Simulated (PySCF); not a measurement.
Compound: sodium chloride, NaCl.
SMILES with atom numbers: `[Na:1][Cl:2]`

Computed at PBE0/pcSseg-2 (PySCF, non-relativistic), with Q(23Na) = 0.104 b, Q(35Cl) = −0.0817 b: Na1, 23Na (I = 3/2): χzz = -5.485 MHz, η = 0.000; Cl2, 35Cl (I = 3/2): χzz = -8.026 MHz, η = 0.000.

**Question.** Where would the pure quadrupole (NQR) lines of 23Na at Na1 fall for the rigid, isolated species?

**Answer.** From ν = (|χ|/2)√(1 + η²/3): ν = 2.743 MHz (sodium bonded to Cl).

**Question.** Find the zero-field quadrupole resonance frequencies of 35Cl at Cl2.

**Answer.** From ν = (|χ|/2)√(1 + η²/3): ν = 4.013 MHz (chlorine bonded to Na). For 37Cl the ratio of quadrupole moments, 0.7881, gives 3.163 MHz.

**Question.** Apply the simplest Townes–Dailey estimate (no s hybridisation, no π bonding), ionic character = 1 − χzz/χ0, where χ0 is the coupling for one missing p electron along the bond: −109.74 MHz for 35Cl.

**Answer.** Cl2 on Na1: 1 − (-8.026)/(-109.74) = 0.93. In this model a purely covalent bond gives χ0 and a free halide ion gives zero; s hybridisation or π bonding, where present, is counted here as ionic character.

In a crystal, neighbours and librations shift these lines. Geometry: PBE0-D3(BJ)/def2-TZVP; no solvent, vibrations or thermal averaging.
